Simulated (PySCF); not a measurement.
# Solvent effects on NMR parameters

Structure with atom numbers: `[CH3:1][CH:2]=[C:3]=[CH:4][CH2:5][CH3:6]`. Each H is labelled by its parent atom.

GIAO PBE0/pcSseg-1 in PySCF 2.14.0 with density-fitted response routines on one PBE0-D3(BJ)/def2-SVP conformer, non-relativistic, equivalent nuclei averaged. Solvents enter as an IEF-PCM continuum (benzene with ε = 2.3, chloroform with ε = 4.7) around the gas-phase geometry. Shifts are referred to TMS computed in the same medium.

In benzene, δ in ppm: C3 218.3, C4 98.8, C2 92.0, C5 28.2, C1 17.8, C6 17.3, H(C2) 5.29, H(C4) 5.28, H(C5) 1.96, H(C1) 1.72, H(C6) 1.03. Dipole moment 0.29 D.

(1) How does each δ change in the more polar medium?

(2) Which of the listed nuclei move most (in ppm), and what does the model miss?

Results:

(1) 
```tsv
atoms	environment	Δδ, chloroform
C3	central carbon of an allene	-0.3
C4	terminal carbon of a cumulated C=C=C unit	+0.4
C2	terminal carbon of a cumulated C=C=C unit	+0.5
C5	allylic sp3 CH2	+0.2
C1	allylic methyl carbon	+0.1
C6	methyl carbon	+0.1
H(C2)	hydrogen on a terminal carbon of a cumulated C=C=C unit	+0.05
H(C4)	hydrogen on a terminal carbon of a cumulated C=C=C unit	+0.05
H(C5)	hydrogen on an allylic sp3 CH2	+0.01
H(C1)	hydrogen on an allylic methyl carbon	+0.02
H(C6)	hydrogen on a methyl carbon	+0.01
```

Changes are relative to benzene. The dipole moment becomes 0.31 D in chloroform.

(2) C4 (terminal carbon of a cumulated C=C=C unit, +0.4 ppm) and C2 (terminal carbon of a cumulated C=C=C unit, +0.5 ppm) in chloroform. A continuum only polarises the solute; specific hydrogen bonds, the anisotropy of aromatic solvents and changes of geometry or conformer are outside it.
